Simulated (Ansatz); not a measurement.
Pb: which structure is lowest?

Level of theory: DFT, r2SCAN, plane waves (500 eV) with PAW, scalar-relativistic in Ansatz 0.2.0. The PAW files were generated under PBE, with cores re-solved for the functional.

Each structure is relaxed within its own symmetry, so a high-lying one may be dynamically unstable.

```tsv
structure	ΔE (meV/atom)	V (Å³/atom)	cell	magnetic state
fcc	0	31.05	a = 4.989 Å	spin not included
dhcp	1	31.04	a = 3.537 Å, c = 11.464 Å (c/a = 3.241)	spin not included
hcp	16	30.98	a = 3.517 Å, c = 5.783 Å (c/a = 1.644)	spin not included
bcc	38	31.04	a = 3.960 Å	spin not included
omega (AlB2-type)	44	31.29	a = 5.642 Å, c = 3.405 Å (c/a = 0.603)	spin not included
A15	67	32.07	a = 6.354 Å	spin not included
simple cubic	128	33.10	a = 3.211 Å	spin not included
diamond	176	42.02	a = 6.953 Å	spin not included
```

ΔE counts from fcc.

Differences under about 8 meV lie within the error of the k-point mesh.
